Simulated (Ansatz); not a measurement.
A nudged elastic band was laid between two geometries of C$_{3}$H$_{7}$NO (12 atoms, charge 0, multiplicity 1).

These are results of RKS PBE0-D4/cc-pVDZ (Ansatz 0.2.0), not measurements.

```
movable images  : 7
climbing image  : yes
spring          : 5.0 eV/Å²
optimiser       : quadratic models (default)
start path      : through a guess of the saddle point
force threshold : 0.05 eV/Å
iteration limit : 60
end points      : relaxed
```

Image 0:

```xyz
12
Properties=species:S:1:pos:R:3
C -1.299 0.714 0.150
C -0.018 -0.037 0.003
N 1.241 0.654 -0.071
C 0.081 -1.375 -0.071
O 1.261 -2.007 -0.204
H -1.464 1.409 -0.693
H -1.311 1.325 1.071
H -2.161 0.030 0.192
H 1.245 1.311 -0.854
H 1.386 1.227 0.763
H -0.780 -2.047 -0.030
H 1.897 -1.259 -0.223
```

Image 8:

```xyz
12
Properties=species:S:1:pos:R:3
C -1.374 0.703 0.198
C -0.033 0.054 0.095
N 1.065 0.926 0.238
C 0.104 -1.274 -0.055
O 1.294 -1.935 -0.218
H -1.532 1.428 -0.621
H -1.466 1.261 1.143
H -2.181 -0.041 0.139
H 1.960 0.447 0.273
H 1.096 1.663 -0.463
H -0.752 -1.949 -0.012
H 1.896 -1.338 -0.683
```

(1) What changes between the two ends?

(2) What energy profile does the band end with?

(3) What is the geometry of the highest image?

## Answers

(1) No bond is made or broken. The dihedral C1–C2–N3–H9 goes from -58 to 173°.

(2) It converged. The highest image is number 6 of 0 to 8, 27.5 kJ/mol above the first end and 5.6 kJ/mol above the last; the last end lies 21.9 kJ/mol above the first. Beside the main top the profile has a ripple of under 15 meV (maxima at images 3, 6), which may be a very shallow well or noise. A vibrational analysis at the climbing image gives one clearly imaginary mode, 189i cm⁻¹: a first-order saddle point.

```tsv
image	path coordinate (Å)	energy (kJ/mol)	dihedral C1–C2–N3–H9 (°)
0	0.00	0.0	-58
1	0.75	5.7	-23
2	1.50	14.1	13
3	2.25	23.3	42
4	3.00	22.4	50
5	3.75	23.9	83
6	4.50	27.5	118
7	5.14	24.7	147
8	5.78	21.9	173
```

(3) 
```xyz
12
Properties=species:S:1:pos:R:3:forces:R:3
C -1.420 0.707 0.202 0.00 0.00 0.00
C -0.079 0.075 0.017 0.01 0.00 0.00
N 1.041 0.974 -0.021 -0.02 0.00 0.00
C 0.092 -1.250 -0.107 -0.01 0.00 0.00
O 1.290 -1.863 -0.275 0.01 0.00 0.00
H -1.633 1.422 -0.611 0.00 0.00 0.00
H -1.459 1.281 1.143 0.00 0.00 0.00
H -2.223 -0.044 0.221 0.00 0.00 0.00
H 1.705 0.815 0.737 0.01 0.00 0.00
H 1.545 0.943 -0.906 0.01 0.00 0.00
H -0.735 -1.962 -0.083 0.00 0.00 0.00
H 1.952 -1.153 -0.282 0.00 -0.01 0.00
```

The run took 3.6 min on 2 threads of Intel(R) Xeon(R) Platinum 8488C (Sapphire Rapids), on a shared host, peak memory 0.23 GiB.
